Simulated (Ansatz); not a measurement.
```yaml
crystal:
  periodic: [false, false, false]
  atoms:
    - {symbol: Al, position_ang: [-1.405393, -0.201320, -0.003827]}
    - {symbol: P, position_ang: [0.789201, 0.754853, 0.008232]}
    - {symbol: F, position_ang: [0.862746, -0.963053, -0.007950]}
    - {symbol: H, position_ang: [-2.892683, 0.345003, -0.000680]}
basis:
  gaussian: {orbitals: def2-TZVP}
magnetization: {spin_polarized: true, initial_magnetization: 2}
hamiltonian: {xc: pbe0}
relax: {f_tol: 0.004, max_steps: 80}
```

```sh
$ ansatz run in.yaml --threads 1 --pin off --events-out ev --progress --plain --max-ram 2176MiB
```

Steps of the relaxation (energy above the last step; positions in Å, forces in eV/Å):

```
4
step 1, 575.2 meV
Al   -1.405   -0.201   -0.004    0.156    0.103    0.001
P     0.789    0.755    0.008   -0.673   -1.160   -0.012
F     0.863   -0.963   -0.008    0.833    0.711    0.008
H    -2.893    0.345   -0.001   -0.316    0.347    0.003
```

```
4
step 2, 361.0 meV
Al   -1.455   -0.266   -0.005   -0.737    0.062    0.000
P     0.654    0.715    0.008    0.398   -1.748   -0.016
F     1.057   -0.973   -0.008    0.185    1.641    0.016
H    -2.903    0.460    0.000    0.154    0.045    0.001
```

```
4
step 3, 205.3 meV
Al   -1.553   -0.287   -0.005   -0.440   -0.168   -0.002
P     0.593    0.641    0.007    0.885   -1.867   -0.016
F     1.251   -0.955   -0.007   -0.583    1.945    0.018
H    -2.938    0.536    0.001    0.137    0.090    0.001
```

```
4
step 5, 29.8 meV
Al   -1.691   -0.475   -0.007    0.177    0.396    0.004
P     0.486    0.551    0.006    0.029   -0.881   -0.008
F     1.361   -0.833   -0.006   -0.127    0.586    0.005
H    -2.802    0.692    0.003   -0.079   -0.101   -0.001
```

```
4
step 9, 0.0 meV
Al   -1.696   -0.445   -0.007    0.001    0.000    0.000
P     0.480    0.504    0.005   -0.001    0.000    0.000
F     1.404   -0.815   -0.006    0.000    0.000    0.000
H    -2.833    0.691    0.003    0.000    0.000    0.000
```

Close pairs at the end: Al1–H4 1.607 Å, P2–F3 1.611 Å, Al1–P2 2.374 Å.

A stationary point of unrestricted PBE0 after 9 steps, with ⟨S²⟩ = 2.013 against 2.00 for a pure state; no frequencies were run, so it isn't proven a minimum. 39 s on 1 thread of Intel Xeon Platinum 8488C, shared host.
